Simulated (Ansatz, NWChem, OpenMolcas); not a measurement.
**Redistribution: CH3F + CH4O2 → CH4O + CH3FO**

Species: CH3F (fluoromethane) `CF`, singlet; CH4O2 (methanediol) `OCO`, singlet; CH4O (methanol) `CO`, singlet; CH3FO `OCF`, singlet. The partners trade F for OH; both sit on C, so the bond types are kept.

Shapes, held fixed at every level: PBE0-D4/def2-TZVP. Flexible molecules stand in one conformer, not always the lowest. Programs: Ansatz 0.2.0, NWChem 7.3.0, OpenMolcas 26.06. A level may come from different programs for different species; with the same settings they agree closely. The zero-point and thermal change to 298 K, harmonic and unscaled (PBE0-D4/def2-TZVP), is -0.4 kJ/mol.

```
                             level           kind  ΔH(298 K) (kJ/mol)
                         HF/STO-3G   Hartree–Fock                +8.9
                          HF/3-21G   Hartree–Fock                +5.3
                       HF/def2-SVP   Hartree–Fock                +2.1
                     r2SCAN/STO-3G       meta-GGA                +6.2
B3LYP/6-31G* (Cartesian functions)  global hybrid                +1.0
                     PBE0/def2-SVP  global hybrid                +0.6
```

PBE0/def2-SVP gives ΔH(298 K) = +0.6 kJ/mol; the levels span +0.6 to +8.9. That is about zero within the method's error. The median of the levels is +3.7. No measured value is set beside it here. Rows in sets without polarisation functions are far from converged.
